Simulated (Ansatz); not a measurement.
**CSO (singlet): the correlation ladder, 6-31G**

One table from this session's results is given with a row withheld; the runs are named, their logs left out.

Method: 6-31G, core rule «outside noble gas», up to 7 orbitals frozen; program: Ansatz 0.2.0, Gaussian basis.

The runs, in order: UHF; CCSD(T) on RHF; BCCD(T) on RHF; CISD; CCSDT(Q) on RHF; CISDTQ; CCSDTQ on RHF; CASSCF and MRCISD+Q, 16 electrons in 12 orbitals; CASSCF and NEVPT2, 16 electrons in 12 orbitals.

10 further runs of the same task are left out: 1 that didn't finish, 9 set aside as unsound or not needed.

**The system**

The geometry is an MP2(full)/6-31G* stationary point (not a proven minimum).

3 atoms, charge 0, spin multiplicity 1.

Atoms are counted from 1 here; the program's logs count them from 0.

Bond lengths: O1–C2 1.179 Å, C2–S3 1.565 Å. Angles: O1–C2–S3 180.0°.

Set-up of the first run:

in.yaml

```yaml
crystal:
  periodic: [false, false, false]
  atoms:
    - {symbol: O, position_ang: [0.000000, 0.000000, -1.307600]}
    - {symbol: C, position_ang: [0.000000, 0.000000, -0.128849]}
    - {symbol: S, position_ang: [0.000000, 0.000000, 1.436449]}
basis:
  gaussian: {orbitals: 6-31G}
magnetization: {spin_polarized: true, initial_magnetization: 0}
hamiltonian: {xc: hf}
output: {orbitals: {seedname: orbitals}}
```

On the command line:

```bash
ansatz run in.yaml --threads 1 --pin off --events-out ev --progress --plain --max-ram 3956MiB --backend cpu
```

Among the steps run: UHF; CCSD(T) on RHF; BCCD(T) on RHF; CISD; CCSDT(Q) on RHF; CISDTQ; CCSDTQ on RHF; CASSCF and MRCISD+Q, 16 electrons in 12 orbitals; CASSCF and NEVPT2, 16 electrons in 12 orbitals.

One table of the session follows, with a row left open; its other results are not shown here.

It belongs to the step «Misses and costs». 

| method | from RCCSDTQ (meV) |
| --- | --- |
| RHF | ? |
| RMP2 | +211.5 |
| CISD | +1107.9 |
| RCCSD | +445.0 |
| RCCSD(T) | +41.7 |
| BCCD(T) | +30.9 |
| RCCSDT | +36.1 |
| CISDTQ | +100.2 |
| RCCSDT(Q) | -4.6 |
| RCCSDTQ | 0 |
| CASSCF valence | +3079.2 |
| NEVPT2 valence | +675.8 |
| MRCISD valence | +175.3 |
| MRCISD+Q valence | +51.2 |

**Question.** Estimate the row for RHF.

As computed: from RCCSDTQ (meV): +8044.0. In the column «from RCCSDTQ (meV)» it is the highest.
